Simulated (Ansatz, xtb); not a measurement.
**Relative energy of two structures of CH2Si**

Structure X: `C=[Si]`, a singlet. Structure Y: a singlet given by its coordinates. Both are isolated molecules in the gas phase, relaxed with PBE0-D3(BJ)/def2-SVP.

X (Å):

```yaml
atoms:
  - { symbol: C, position_ang: [0.6191, 0.0924, -0.1385] }
  - { symbol: Si, position_ang: [-0.7244, 0.9197, -0.8020] }
  - { symbol: H, position_ang: [0.5895, -0.9628, 0.1712] }
  - { symbol: H, position_ang: [1.6015, 0.5609, 0.0224] }
```

Y (Å):

```yaml
atoms:
  - { symbol: C, position_ang: [0.4442, -0.3740, 0.8970] }
  - { symbol: Si, position_ang: [0.5692, 0.6185, -0.4048] }
  - { symbol: H, position_ang: [-0.4246, 0.7374, -1.5050] }
  - { symbol: H, position_ang: [0.7847, -0.8076, 1.8357] }
```

Close contacts (Å): C1–Si2 1.64, C1–H4 1.09, Si2–H3 1.49.

Quicker runs give these differences E(Y) − E(X): GFN2-xTB +20.5 kcal/mol; HF/STO-3G +89.9 kcal/mol (at GFN2-xTB geometries); r2SCAN-D4/def2-SVP +51.5 kcal/mol (at GFN2-xTB geometries).

Question: Estimate E(Y) − E(X) at the level CCSD(T)/def2-TZVPP.

Answer: Calculated at CCSD(T)/def2-TZVPP: E(Y) − E(X) = +35.7 kcal/mol, so structure X lies lower.

How the difference moves with the method:

```csv
level,geometry,E(Y) − E(X) (kcal/mol),departure from the last row (kcal/mol),"job, with rough time for the two"
GFN2-xTB,GFN2-xTB,+20.5,−15.2,"optimisation, 0.072 s"
HF/STO-3G,GFN2-xTB,+89.9,+54.2,"single point, 0.12 s"
r2SCAN-D4/def2-SVP,GFN2-xTB,+51.5,+15.8,"single point, 1.4 s"
PBE0-D3(BJ)/def2-SVP,PBE0-D3(BJ)/def2-SVP,+42.3,+6.6,"optimisation, 7.2 s"
HF/def2-TZVPP,PBE0-D3(BJ)/def2-SVP,+50.3,+14.5,part of the CCSD(T) run
MP2/def2-TZVPP,PBE0-D3(BJ)/def2-SVP,+41.1,+5.4,part of the CCSD(T) run
CCSD(T)/def2-TZVPP,PBE0-D3(BJ)/def2-SVP,+35.7,,"single point, 5.5 s"
```

The levels shown agree on the order. The largest departure from CCSD(T)/def2-TZVPP is that of HF/STO-3G, 54.2 kcal/mol.

With harmonic frequencies from PBE0-D3(BJ)/def2-SVP (ideal gas, rigid rotor, one conformer each, 298.15 K, 1 atm): the zero-point term adds −1.7 kcal/mol; ΔH is +34.1 and ΔG +33.7 kcal/mol.

The T1 diagnostic of structure Y is large, so the coupled-cluster value is less sure. The correlated steps freeze 6 core orbitals. Codes used: Ansatz 0.2.0, xtb 6.7.1; the last row on 1 thread of Arm Neoverse V2 on a shared host.
